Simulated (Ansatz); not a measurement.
[NH2···H···S], triplet: transfer scan

Starting geometry:

```xyz
5

N    -1.7929   -0.0116   -0.0181
H    -2.0902    0.9562   -0.0181
H    -2.0902   -0.4139    0.8622
H    -0.7804   -0.0116   -0.0181
S     0.9391   -0.0116   -0.0181
```

From there H4 is moved from one fragment to the other while all else, the fragments' distance too, stays fixed; atoms are numbered as listed. Energies are in eV, counted from the starting geometry at the same level. Kohn–Sham curves are unrestricted where that lies lower.

Basis cc-pVDZ; Ansatz 0.2.0. Correlated methods freeze the noble-gas cores. Prefix R: restricted or restricted open-shell reference; prefix U: unrestricted.

For open shells CISD is restricted-active-space CI with the open shells as a complete middle space.

Full CI isn't at hand for all of this; UCCSDT(Q) serves as the reference, and is uncertain by about the last step of the cluster series.

| distance N1-H4 (Å) | UCCSDT(Q) | curve A | curve B | curve C | curve D |
| --- | --- | --- | --- | --- | --- |
| 0.942 | 0.111 | 0.179 | 0.097 | 0.073 | 0.009 |
| 1.012 | 0.000 | 0.000 | 0.000 | 0.000 | 0.000 |
| 1.061 | 0.052 | -0.004 | 0.066 | 0.083 | 0.124 |
| 1.109 | 0.164 | 0.048 | 0.198 | 0.229 | 0.300 |
| 1.158 | 0.307 | 0.134 | 0.372 | 0.407 | 0.491 |
| 1.206 | 0.452 | 0.232 | 0.559 | 0.573 | 0.645 |
| 1.255 | 0.588 | 0.336 | 0.734 | 0.742 | 0.737 |
| 1.303 | 0.702 | 0.441 | 0.866 | 0.848 | 0.770 |
| 1.352 | 0.805 | 0.556 | 0.965 | 0.905 | 0.777 |

Question: The curves come from CISD, UHF, UMP2, r2SCAN. Compare each with UCCSDT(Q) and say which is which.

Answer: A: r2SCAN, B: UMP2, C: CISD, D: UHF. Spread of the error against UCCSDT(Q), over the points where both stand: A 0.330, B 0.178, C 0.192, D 0.294 eV. 

In so small a basis the reference is far from its limit while semilocal and hybrid functionals are nearer theirs, so the functionals' errors here hold much of the reference's basis and frozen-core error, which can add to them or hide them.
